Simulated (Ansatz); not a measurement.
# [OF2]+ (SMILES F[O+]F) at RPA@PBE/STO-3G

What is the vertical doublet–quartet gap of [OF2]+ at RPA@PBE/STO-3G? 

The results are computed with Ansatz 0.2.0.

16 further runs of the same task are left out: 13 that didn't finish, 3 set aside as unsound or not needed.

## Step 1: The structure to begin with

[OF2]+: 3 atoms, total charge +1, spin state doublet. As SMILES, `F[O+]F`. The shape is that of a GFN2-xTB optimisation.

Bond lengths: F1–O2 1.287 Å, O2–F3 1.287 Å. Angles: F1–O2–F3 110.7°.

## Step 2: A single-point energy at RPA@PBE/STO-3G

Input file molecule.yaml:

```yaml
basis:
  gaussian:
    orbitals: STO-3G
crystal:
  periodic: [false, false, false]
  atoms:
    - {symbol: F, position_ang: [0.928320, -0.299370, 0.478940]}
    - {symbol: O, position_ang: [0.000600, 0.484920, 0.053430]}
    - {symbol: F, position_ang: [-0.928920, -0.185540, -0.532380]}
total_charge: 1
magnetization:
  spin_polarized: true
  initial_magnetization: 1
hamiltonian:
  xc: {name: PBE}
correlation:
  method: rpa
  frozen_orbitals: {F: 1, O: 1}
accuracy: high
```

Run with:

```sh
ansatz run molecule.yaml --threads 1 --pin off --max-ram 2610MiB --events-out events.jsonl --progress --plain --runs-dir runs
```

Output:

```text
Warning: RAYON_NUM_THREADS=1 ignored (pool sized by the plan → 1); use --threads N
Functional definition: PBE
  name "PBE"
  parameter kappa = 0.804
  parameter beta = 0.06672455060314922
  exchange = pbe_x(kappa = kappa, mu = beta*pi^2/3)
  correlation = pbe_c(beta = beta)
250 factors; integrals over basis functions are off by at most 3.9e-8 eV
mean field evaluation 1: about -7352.6308 eV, gradient 1.4e1 eV
mean field evaluation 2: about -7352.5716 eV, gradient 1.4e1 eV
mean field evaluation 4: about -7353.6014 eV, gradient 3.2e0 eV
mean field evaluation 8: about -7353.6573 eV, gradient 4.4e-2 eV
mean field evaluation 16: about -7353.6573 eV, gradient 1.0e-7 eV
mean field -7353.65726988 eV, -270.2419201803 hartree, gradient 9.1e-9 eV, S^2 0.750154; 0 other end points of the search recorded, 0 dependent functions left out
3 core orbitals not correlated: weight in the atoms' cores, before any rotation towards them, 1.000 or more for the frozen orbitals, at most 0.000 for the correlated occupied ones
reference -7330.05469133 eV, -269.3745414169 hartree; 10, 9 occupied and 2, 3 virtual orbitals, 250 factors
Total energy: -7338.07226340 eV, -269.6691817558 hartree
```

It took 1.4 s on 1 thread of Arm Neoverse V1, shared host; peak memory 0.11 GiB.

## Step 3: The quartet

Edit molecule.yaml of step 2 so:

```diff
@@ -1,4 +1 @@
-basis:
-  gaussian:
-    orbitals: STO-3G
 crystal:
@@ -9,2 +6,5 @@
     - {symbol: F, position_ang: [-0.928920, -0.185540, -0.532380]}
+basis:
+  gaussian:
+    orbitals: STO-3G
 total_charge: 1
@@ -12,5 +12,5 @@
   spin_polarized: true
-  initial_magnetization: 1
+  initial_magnetization: 3
 hamiltonian:
-  xc: {name: PBE}
+  xc: pbe
 correlation:
```

Run with:

```sh
ansatz run molecule.yaml --threads 1 --pin off --max-ram 2610MiB --events-out events.jsonl --progress --plain --runs-dir runs
```

Output, cut to the lines that bear on the results:

```text
Warning: RAYON_NUM_THREADS=1 ignored (pool sized by the plan → 1); use --threads N
[... 2 set-up lines as earlier in the session ...]
[...]
250 factors; integrals over basis functions are off by at most 3.9e-8 eV
[...]
mean field -7346.60414455 eV, -269.9827226049 hartree, gradient 1.3e-8 eV, S^2 3.751842; 12 other end points of the search recorded, 0 dependent functions left out
3 core orbitals not correlated: weight in the atoms' cores, before any rotation towards them, 1.000 or more for the frozen orbitals, at most 0.000 for the correlated occupied ones
reference -7322.56344148 eV, -269.0992430626 hartree; 11, 8 occupied and 1, 4 virtual orbitals, 250 factors
Total energy: -7331.47850589 eV, -269.4268656368 hartree
```

Run time: 8.1 s. Hardware: 1 thread of Arm Neoverse V1, shared host; peak memory 0.11 GiB.

## Step 4: What came out

At RPA@PBE/STO-3G, 3 core orbitals frozen:

```
                                        quantity          value
                           doublet: total energy  -269.66918 Eh
       doublet: RPA correlation energy (valence)     -294.6 mEh
      doublet: ⟨S²⟩ of the reference determinant          0.750
                           quartet: total energy  -269.42687 Eh
       quartet: RPA correlation energy (valence)     -327.6 mEh
      quartet: ⟨S²⟩ of the reference determinant          3.752
vertical energy of the quartet above the doublet       6.594 eV
```

In words: At this shape the quartet lies 6.59 eV (636 kJ/mol) above the doublet. In a minimal basis such a difference can be off by several eV, whatever the method.
